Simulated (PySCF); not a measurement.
# NaN⁻: one state, many levels of theory

State: ⁴Σ⁻ (quartet), unpaired electrons σ ↑, π ↑↑. Set-up: PySCF, no relativity, basis sets Na aug-cc-pVDZ, N aug-cc-pVDZ. De refers to Na⁻ + N in their high-spin ground configurations, without counterpoise correction. The functionals are run spin-unrestricted. A positive dipole points towards N; it is taken about the centre of mass and depends on that origin.

| Level | Re (Å) | ωe (cm⁻¹) | De (eV) | μ (D) | CPU s a point (SCF and correlation, without the integrals) |
| --- | --- | --- | --- | --- | --- |
| ROHF-MP2 | 2.326 | 335 | n/a | n/a | 1 |
| ROHF-SCS-MP2 | 2.329 | 332 | 0.72 | n/a | n/a |
| PBE | 2.358 | 305 | 1.42 | 4.33 | 0.57 |
| PW91 | 2.354 | 307 | 1.46 | 4.16 | 0.38 |
| BLYP | 2.365 | 301 | 1.45 | 4.61 | 0.37 |
| r²SCAN | 2.361 | 303 | 1.18 | 4.51 | 0.72 |
| PBE0 | 2.330 | 327 | 1.14 | 3.93 | 0.98 |
| MN15 | 2.362 | 290 | 0.86 | 3.37 | 2 |

The bond length runs from 2.326 Å (ROHF-MP2) to 2.365 Å (BLYP). De spans 0.72 eV (ROHF-SCS-MP2, perturbation theory) to 1.46 eV (PW91, GGA).

Correlated steps freeze 2 core orbitals. Correlated levels converge slowly with the basis: in double zeta they bind strong bonds too weakly, by up to about 1 eV, and carry superposition errors of some tenths. For an ion De counts to the pair picked by the measured ionisation energies or electron affinities, which need not be the lowest pair at this level. The highest Kohn–Sham level is positive in this anion. Much of that is self-interaction error, but it also means that the finite basis helps to hold the extra electron. The state is the lowest determinant that a PBE0 search found; another state may lie lower at other levels.

The whole job (state search and all levels along the bond) took about 2.1 min on 1 thread of Intel Xeon Platinum 8259CL @ 2.50GHz (shared host), peak memory 0.58 GiB.
